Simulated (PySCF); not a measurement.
Species: C5H9N.
Z-matrix (Å and degrees, PBE0-D3(BJ)/def2-SVP geometry), rows numbered from 1:
```
C 
C   1  1.3337
C   2  1.4952  1  125.29
C   3  1.5304  2  113.19  1  -118.86
N   4  1.4398  3  111.05  2   -64.59
C   5  1.2617  4  118.66  3   125.09
H   1  1.0955  2  121.31  3    -0.57
H   1  1.0933  2  121.66  3   179.83
H   2  1.0973  1  119.05  3  -179.33
H   3  1.1018  2  110.09  1     3.33
H   3  1.1042  2  109.42  1   121.15
H   4  1.1037  3  108.21  2   177.81
H   4  1.1108  3  109.89  2    60.62
H   6  1.1096  5  123.26  4     0.08
H   6  1.1000  5  119.71  4  -179.95
```

Computed with PBE0-D3(BJ)/def2-SVP geometry optimisation, gas phase (PySCF).

Masses are those of the commonest isotopes; rigid-rotor values at the optimised geometry. The values belong to one conformer with, in the numbering `[CH2:1]=[CH:2][CH2:3][CH2:4][N:5]=[CH2:6]`, C1–C2–C3–C4 -119°, C2–C3–C4–N5 -65°, C3–C4–N5–C6 125°.

(1) Give the principal moments of inertia and the rotational constants in MHz.

(2) What kind of rotor is it?

(3) Is it planar, by Δ = Ic − Ia − Ib?

(4) List the rotational levels J(Ka,Kc) to J = 2 (MHz).

(5) Predict some low-J microwave lines.

(6) Estimate the classical rotational partition function at 10 K, 100 K and 298.15 K.

Answers

(1) Ia = 67.53, Ib = 254.64, Ic = 293.30 u·Å²; 505379 MHz·u·Å²/I gives A = 7483, B = 1985, C = 1723 MHz.

(2) A near-prolate asymmetric top. Ray's parameter κ = (2B − A − C)/(A − C) = -0.909; −1 is the prolate and +1 the oblate limit.

(3) Not planar: Δ = Ic − Ia − Ib = -28.87 u·Å². For a rigid frame Δ = −2 Σ m c², so Σ m c² = 14.43 u·Å² lies off the ab plane: 7.35 from hydrogen and 7.08 from heavier atoms. The atom farthest from that plane is 1.47 Å away.

(4) Above 0(0,0):
J = 1: 1(0,1) 3708, 1(1,1) 9206, 1(1,0) 9468
J = 2: 2(0,2) 11114, 2(1,2) 16360, 2(1,1) 17145, 2(2,1) 33641, 2(2,0) 33650
The levels of one J sum to (2J + 1)J(J + 1)(A + B + C)/3.

(5) The dipole components are |μa| = 0.13 D, |μb| = 0.23 D, |μc| = 1.19 D. Intensities carry the squares of the components, which stand as 0.01 : 0.04 : 1.00 (a : b : c). Some lines, for components of 0.1 D or more:

```csv
type,branch,"J(Ka,Kc)",MHz,lower level (cm⁻¹)
c,Q,"2(1,2) ← 2(0,2)",5246,0.371
c,Q,"1(1,1) ← 1(0,1)",5499,0.124
b,Q,"1(1,0) ← 1(0,1)",5760,0.124
b,Q,"3(1,2) ← 3(0,3)",6454,0.741
a,R,"2(0,2) ← 1(0,1)",7406,0.124
a,R,"2(1,1) ← 1(1,0)",7677,0.316
b,R,"1(1,1) ← 0(0,0)",9206,0.000
a,R,"3(1,3) ← 2(1,2)",10725,0.546
a,R,"3(0,3) ← 2(0,2)",11087,0.371
c,Q,"3(2,2) ← 3(1,2)",16109,0.956
b,Q,"2(2,0) ← 2(1,1)",16505,0.572
b,R,"3(2,2) ← 2(1,1)",27619,0.572
b,R,"3(3,1) ← 2(2,0)",39267,1.122
```

(6) Point group C1, symmetry number σ = 1; q = (√π/σ)·√((kT/h)³/(ABC)), k/h = 20836.6 MHz/K: 1050 at 10 K, 33300 at 100 K, 172000 at 298.15 K.

Stationary, but not proved a minimum. No vibrational averaging or centrifugal distortion is included, and the geometry carries the error of its method. Quadrupole hyperfine structure (14N) is left out.
